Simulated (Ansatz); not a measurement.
Two shapes of singlet SO₃.

Shape 1:

```xyz
4

S    -0.0352    0.0234   -0.0267
O     1.4136   -0.0320    0.0265
O    -0.7472    1.2888   -0.0129
O    -0.7399   -1.2796    0.0340
```

Shape 2:

```xyz
4

S     0.0000    0.0000    0.0000
O     1.3262    0.0000    0.0000
O    -0.6631    1.1485    0.0000
O    -0.6631   -1.1485    0.0000
```

Basis set: 6-31G* (spherical functions). Correlated methods keep 8 orbitals frozen. Charge 0, multiplicity 1.

Computed with Ansatz (development build ahead of 0.2.0); each method stands on the lowest determinant of its kind that the runs found.

Question: Which shape is lower in energy, and by how much in each method?

Answer:

```
 method  E(2) − E(1) (eV)
    RHF             0.545
RHF-MP2             2.179
```

Shape 1 is lower. Caution: no unrestricted run beside it, a lower state can exist.
